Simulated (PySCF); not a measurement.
Species: C₅H₁₀P (charge -1).
Numbering: `[CH3:1][CH2:2][P-:3][CH:4]1[CH2:5][CH2:6]1`

Probes without a nucleus sit at each ring's centroid and 1 Å off its mean plane on both sides; NICS is minus the shielding there, NICSzz its component along the normal. Level: GIAO PBE0/pcSseg-1 (PySCF, non-relativistic, gas phase) on the GFN2-xTB geometry, one conformer.

Ring bond lengths (Å), with Mayer bond orders in brackets: C4–C5 1.505 (0.91), C5–C6 1.497 (0.99), C6–C4 1.495 (0.97).

Give the NICS values of each ring in ppm.

| ring | type | NICS(0) | NICS(1), two faces | NICS(1)zz, two faces | rms pucker (Å) | centre to ring atoms, mean (Å) |
| --- | --- | --- | --- | --- | --- | --- |
| C4–C5–C6 | 3-membered carbocycle; formal bonds all single | -44.2 | -8.7 / -9.4 | -21.0 / -23.6 | 0.00 | 0.87 |

What can be read from them?

- C4–C5–C6: mean NICS(1)zz -22.3 ppm, shielded. C4, C5, C6 have four or more neighbours, so the value isn't read as a sign of a π ring current. NICS(0) lies 35 ppm below the mean NICS(1).

What field does 14.1 T along the ring normal induce along that normal at the second NICS(1) probe listed for ring C4–C5–C6, 1 Å off the ring?

NICSzz × B0 = -23.6 ppm × 14.1 T = -333 μT, against the applied field.

Give the inner angles of the rings and the Hirshfeld charges of the ring atoms.

- C4–C5–C6: C4 59.9° (-0.117 e), C5 59.7° (-0.131 e), C6 60.4° (-0.123 e); sum 180.0° against 180° for a flat convex ring.

How shielded are the nuclei of the rings and their hydrogens (means over atoms taken as equivalent)?

| atoms | environment | σ isotropic (ppm) |
| --- | --- | --- |
| C4 | sp3 carbon bound to phosphorus | 172.9 |
| C5 (×2) | three-membered-ring carbon | 177.1 |
| H on C4 | methine hydrogen | 30.00 |
| H on C5 (×2) | methylene hydrogen | 31.28 |
| H on C5 (×2) | methylene hydrogen | 32.36 |

Conformer computed: `[CH3:1][CH2:2][P-:3][CH:4]1[CH2:5][CH2:6]1`: C1–C2–P3–C4 79°, C2–P3–C4–C5 94°.
